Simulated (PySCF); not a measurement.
## Fractional electron number in O⁻ (oxygen, charge -1)

The 2p beta orbital of [He] 2s2 2p5 is emptied in steps (occupation f), with all orbitals relaxed, ending at [He] 2s2 2p4. All numbers are calculated (PySCF 2.14, no relativity, point nucleus, in aug-pcseg-2). The exact energy is a straight line in f; departures are measured from the line between the end points of the same method.

```tsv
f	LDA (eV)	PBE (eV)	PBE0 (eV)	r2SCAN (eV)	HSE06 (eV)
1	0.000	0.000	0.000	0.000	0.000
0.75	-0.860	-0.817	-0.507	-0.740	-0.581
0.5	-1.196	-1.130	-0.702	-1.006	-0.801
0.25	-0.927	-0.870	-0.541	-0.755	-0.613
0	0.000	0.000	0.000	0.000	0.000
```

```csv
method,E(f=0) − E(f=1) (eV),−ε at f=1 (eV),−ε at f=0.5 (eV)
LDA,2.083,-2.284,1.903
PBE,1.803,-2.361,1.660
PBE0,1.407,-1.151,1.317
r2SCAN,1.534,-2.275,1.489
HSE06,1.413,-1.544,1.328
```

Orbital energy along the path (eV):

```tsv
f	LDA	PBE	PBE0	r2SCAN	HSE06
1	2.284	2.361	1.151	2.275	1.544
0.75	0.369	0.511	0.038	0.522	0.228
0.5	-1.903	-1.660	-1.317	-1.489	-1.328
0.25	-4.447	-4.053	-2.806	-3.579	-3.010
0	-7.155	-6.510	-4.326	-5.481	-4.719
```

At f = 1 the orbital energy is positive for LDA, PBE, PBE0, r2SCAN, HSE06: only the finite basis holds the electron.

Reference removal energy between the ground levels: 1.461 eV (measured; photodetachment measurements, as compiled on the Wikipedia data page of electron affinities). The calculation has no spin-orbit coupling.
